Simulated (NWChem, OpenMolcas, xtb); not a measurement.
## A ladder of methods for SiF2 (SMILES F[Si]F)

SiF2: 3 atoms, total charge 0, spin state singlet. SMILES: `F[Si]F`. The coordinates come from a PBE0-D4/def2-TZVP relaxation.

```xyz
3

F     0.1663    1.2468    0.2294
Si   -0.5949   -0.0464   -0.3301
F     0.4286   -1.2004    0.1007
```

Each level gives the dipole moment (D). The values are calculated.

```tsv
level	kind	program	value (D)	CPU time
GFN1-xTB	semi-empirical	xtb	1.74	under 2 s
HF/def2-TZVP	Hartree–Fock	OpenMolcas	1.21	16 s
SVWN5/def2-TZVP	LDA	OpenMolcas	1.06	25 s
revPBE/def2-TZVP	GGA	OpenMolcas	0.94	33 s
M06-L/def2-TZVP	meta-GGA	OpenMolcas	1.01	41 s
PBE0/def2-TZVP	global hybrid	OpenMolcas	1.09	30 s
wB97X/def2-TZVP	range-separated hybrid	NWChem	1.08	77 s
```

The values span 0.94 to 1.74 D. Magnitudes only: a small dipole may point the other way at some levels. CPU times are rough (shared hosts, several kinds of processor): they show what a rung costs within a factor of a few.
